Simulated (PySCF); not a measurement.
What does the GFN2-xTB structure of `C=CC(C)(C)[S-]` look like in three dimensions? (Charge -1.)

Z-matrix in Å and degrees, rows numbered from 1:
```
C 
C   1  1.3310
C   2  1.4864  1  127.94
C   3  1.5251  2  114.19  1    11.67
C   3  1.5312  2  111.02  1   136.34
S   3  1.8300  2  101.24  1  -106.88
H   1  1.0811  2  121.49  3   172.33
H   1  1.0779  2  122.78  3    -4.78
H   2  1.0852  1  118.58  3  -173.86
H   4  1.0875  3  110.01  2   -59.73
H   4  1.0896  3  109.38  2  -178.16
H   4  1.0943  3  111.13  2    61.44
H   5  1.0952  3  110.91  2   -66.47
H   5  1.0897  3  109.82  2   172.97
H   5  1.0888  3  110.02  2    54.15
```

Of the pairs four or more bonds apart, C4···H8 is among the closest relative to their van der Waals radii: 2.68 Å, 92 % of the sum of Bondi's values. C1 (terminal =CH2 carbon) is planar (angles 122.8°, 121.5° and 115.7°, sum 359.9°, 0.02 Å off the plane of its three neighbours). C2 (alkene CH carbon) is planar (angles 127.9°, 118.6° and 113.2°, sum 359.8°, 0.04 Å off the plane of its three neighbours). The C–C distances run from 1.331 Å (C1=C2, drawn double) to 1.531 Å (C3–C5, drawn single), a spread of 0.200 Å.

Structure optimised with GFN2-xTB, isolated species.

Point group: C1 (no symmetry element, even within 0.4 Å). Whether it is a minimum is left open (no frequencies). Torsions: C1–C2–C3–C4 12°.

One conformer stands for the species.

The numbers are calculated, not measured.
